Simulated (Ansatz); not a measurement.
Task: a rigid scan of one bond length of CH₇BSi (charge -1), SMILES [BH2-]C[SiH3], with Ansatz's Python interface. Give the script and its output. Settings (for the species named): r2scan0, cc-pVDZ basis, multiplicity 2.

```tsv
atom	x (Å)	y (Å)	z (Å)
B	1.4491	0.5397	0.2181
C	0.3580	-0.5272	-0.2562
Si	-1.3430	0.0328	0.2748
H	2.5369	0.0563	0.1637
H	1.4103	1.5029	-0.4834
H	0.3851	-0.6255	-1.3613
H	0.5765	-1.5127	0.2048
H	-2.3392	-0.9554	-0.1640
H	-1.6459	1.3356	-0.3364
H	-1.3878	0.1535	1.7398
```

Script `run_scan.py`:
```python
'''Potential curve of CH7BSi(-) along one bond.'''

import ansatz
from ase import Atoms
import numpy as np


def main() -> None:
    atoms = Atoms(['B', 'C', 'Si', 'H', 'H', 'H', 'H', 'H', 'H', 'H'], positions=[
        [1.4491, 0.5397, 0.2181],
        [0.358, -0.5272, -0.2562],
        [-1.343, 0.0328, 0.2748],
        [2.5369, 0.0563, 0.1637],
        [1.4103, 1.5029, -0.4834],
        [0.3851, -0.6255, -1.3613],
        [0.5765, -1.5127, 0.2048],
        [-2.3392, -0.9554, -0.164],
        [-1.6459, 1.3356, -0.3364],
        [-1.3878, 0.1535, 1.7398],
    ])
    geometry = ansatz.Crystal.molecule_from_ase(atoms)

    symbols = [site.symbol for site in geometry.cartesian_sites]
    start = np.array([site.position_ang for site in geometry.cartesian_sites])
    axis = (start[5] - start[1]) / np.linalg.norm(start[5] - start[1])
    moving = [5]
    lengths, energies = [0.977, 1.021, 1.065, 1.11, 1.154, 1.199, 1.243, 1.31], []
    for length in lengths:
        xyz = start.copy()
        xyz[moving] += (length - np.linalg.norm(start[5] - start[1])) * axis
        point = ansatz.Crystal.molecule()
        for symbol, place in zip(symbols, xyz):
            point = point.atom(symbol, place.tolist())
        base = (
            point.calculation()
            .basis(gaussian='cc-pVDZ')
            .functional('r2scan0')
            .charge(-1)
            .spin('collinear', total=1)
        )
        summary = base.run(threads=1, pin='off').report
        energies.append(summary['free_energy_ev'])
        print(f'r = {length:6.3f} A  E = {energies[-1]:.5f} eV  <S^2> = {abs(summary["mean_field"]["state"]["spin_squared"]):.3f}')

    # quartic fit about the minimum
    fit = np.polynomial.Polynomial.fit(lengths, np.array(energies) - min(energies), 4).convert()
    roots = [r.real for r in fit.deriv().roots() if abs(r.imag) < 1e-9 and fit.deriv(2)(r.real) > 0]
    r_e = min(roots, key=lambda r: abs(r - lengths[int(np.argmin(energies))]))
    print(f'minimum of the fit at {r_e:.4f} A, force constant {fit.deriv(2)(r_e):.2f} eV/A^2')


if __name__ == '__main__':
    main()
```

Running `python run_scan.py` prints:
```text
r =  0.977 A  E = -9701.14499 eV  <S^2> = 0.754
r =  1.021 A  E = -9701.35246 eV  <S^2> = 0.754
r =  1.065 A  E = -9701.45960 eV  <S^2> = 0.754
r =  1.110 A  E = -9701.48900 eV  <S^2> = 0.754
r =  1.154 A  E = -9701.45786 eV  <S^2> = 0.754
r =  1.199 A  E = -9701.38005 eV  <S^2> = 0.755
r =  1.243 A  E = -9701.27092 eV  <S^2> = 0.755
r =  1.310 A  E = -9701.06282 eV  <S^2> = 0.756
minimum of the fit at 1.1067 A, force constant 31.20 eV/A^2
```

Total energies depend on the basis set; only differences at equal settings carry meaning. The rest of the molecule is held rigid at a force-field or estimated start geometry, and the basis set is modest; single-reference methods fail as a bond breaks. The species is open-shell (spin multiplicity 2). For an odd-electron ion, approximate functionals spread the charge over both fragments and lower the stretched end too much. Anions want diffuse functions, which this basis lacks. It ran for 59 s on 1 thread of Arm Neoverse V2, on a shared host, peak memory 0.29 GiB.
